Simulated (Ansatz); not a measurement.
B₂P⁺, relaxed as a singlet with RKS r2SCAN-D4/def2-TZVP in Ansatz, starting from the GFN1-xTB geometry. Force threshold 0.02 eV/Å.

The structure comes from a short search, and lower isomers may exist.

Start:

```csv
atom,x (Å),y (Å),z (Å)
B1,1.487,0.306,-0.458
B2,-1.076,0.402,0.780
P3,-0.411,-0.707,-0.323
```

| step | energy (eV) | largest force component (eV/Å) | SCF passes |
| --- | --- | --- | --- |
| 1 | -10623.3061 | 1.500 | 50 |
| 2 | -10623.7206 | 2.212 | 42 |
| 3 | -10624.4534 | 2.456 | 42 |
| 4 | -10625.5710 | 3.580 | 41 |
| 5 | -10626.2202 | 2.702 | 39 |
| 6 | -10626.3207 | 0.914 | 32 |
| 7 | -10626.3353 | 0.100 | 33 |
| 8 | -10626.3355 | 0.008 | 35 |

Force components are those of the run's own axes.

End:

```xyz
3

B     0.846    0.375   -0.115
B    -0.471    0.535    0.601
P    -0.375   -0.910   -0.486
```

Bonds formed: B1–B2 (atoms count from 1). The end is the same structure that another start reached, the lowest one found.

No frequencies were taken in this run, so the end may be a saddle point.

Run time 7.5 s (4 threads of Arm Neoverse V2 on a shared host).
